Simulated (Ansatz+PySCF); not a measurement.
singlet H4O2: levels of theory in one basis

```json
{"atom": "O", "x (Å)": "-1.3396", "y (Å)": "-0.1445", "z (Å)": "0.0000"}
{"atom": "H", "x (Å)": "-1.7527", "y (Å)": "0.6381", "z (Å)": "0.0000"}
{"atom": "H", "x (Å)": "-0.4747", "y (Å)": "0.0808", "z (Å)": "0.0000"}
{"atom": "O", "x (Å)": "1.2636", "y (Å)": "0.1489", "z (Å)": "0.0000"}
{"atom": "H", "x (Å)": "1.4176", "y (Å)": "-0.3771", "z (Å)": "-0.6978"}
{"atom": "H", "x (Å)": "1.4176", "y (Å)": "-0.3771", "z (Å)": "0.6978"}
```

Basis set: def2-SVP (spherical functions). Frozen core: 2 orbitals. Charge 0, multiplicity 1.

Computed with Ansatz (development build ahead of 0.2.0); each method stands on the lowest determinant of its kind that the runs found.

| method | E − E(RHF) (eV) | <S²> of the determinant |
| --- | --- | --- |
| RHF | 0.00 | 0.00 |
| RHF-MP2 | -10.80 | – |
| RHF-CCSD | -11.30 | – |

**Question.** What does RHF-CCSD(T) give on the same scale?

**Answer.** -11.46 eV.

**Question.** Is a single determinant a sound starting point here?

**Answer.** By this sign, yes. Unrestricted orbitals gain 0.00 eV and <S²> is 0.00 against 0.00 for a pure state.
